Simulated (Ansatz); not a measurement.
Reaction (hydrogen abstraction from the Si–H bond): `[SiH3][SiH3]` + `[OH]`• → `[SiH2][SiH3]`• + H₂O

Calculated with Ansatz (gas phase, PBE0-D4/def2-TZVP geometries, no zero-point term in ΔE). CCSD(T)/CBS adds triple-zeta CCSD(T) − MP2 to the extrapolated MP2 energy (def2 sets, frozen cores). This one scheme is used for every species. Functionals use def2-TZVPP. HSE06 is defined as in plane-wave codes. Open shells (•) are unrestricted, without spin–orbit coupling.

Q: Is it downhill or uphill in electronic energy at CCSD(T)/CBS, and by how much? (Estimate.)

A: Computed: Downhill: ΔE = -32.5 kcal/mol.

Q: What do these levels give: LDA (SPW92), r2SCAN0-D4, B2PLYP, HSE06, MP2/def2-SVP, HF/def2-QZVPP? (An estimate is asked.)

A: The calculation gave: LDA (SPW92) -44.1, r2SCAN0-D4 -29.6, B2PLYP -30.8, HSE06 -32.2, MP2/def2-SVP -32.1, HF/def2-QZVPP -13.9 kcal/mol.

Largest T1 diagnostic among the species: 0.015.

Leaving LDA and LC-ωPBE aside and taking each functional with its dispersion term where it has one, the values, not all of them listed here, spread over 10.7 kcal/mol, from PBE-D4 to BHLYP-D4. LDA lies −8.4 kcal/mol from PBE without D4. From r2SCAN to r2SCAN0 (25 % exact exchange), in def2-TZVPP and without D4, ΔE moves by +2.3 kcal/mol.
